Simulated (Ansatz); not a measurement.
Ansatz (a first-principles code) input (HF/6-31G*):

Ansatz 0.2 input:
```yaml
crystal:
  periodic: [false, false, false]
  atoms:
    - {symbol: C, position_ang: [0.10115300, 0.05247931, -0.04938516]}
    - {symbol: O, position_ang: [0.21524652, 1.20025246, -0.51123496]}
    - {symbol: O, position_ang: [-1.17762442, -0.24227783, 0.43738642]}
    - {symbol: H, position_ang: [-1.64373129, 0.56633980, 0.27303382]}
    - {symbol: C, position_ang: [1.00104176, -0.96762970, 0.06605832]}
    - {symbol: H, position_ang: [0.72065819, -1.91080946, 0.50057302]}
    - {symbol: H, position_ang: [2.00892777, -0.82842497, -0.28285746]}
basis:
  gaussian:
    orbitals: 6-31G*
hamiltonian:
  xc: {name: HF}
total_charge: -1
phonons: {temperatures: {t_min: 298.15, t_max: 298.15, t_step: 100}}
```

**Question.** Which harmonic wavenumbers does it give?

**Answer.** 471, 493, 497, 630, 697, 857, 949, 1120, 1324, 1425, 1598, 1857, 3308, 3380, 4101 cm⁻¹ (unscaled; negative means imaginary).
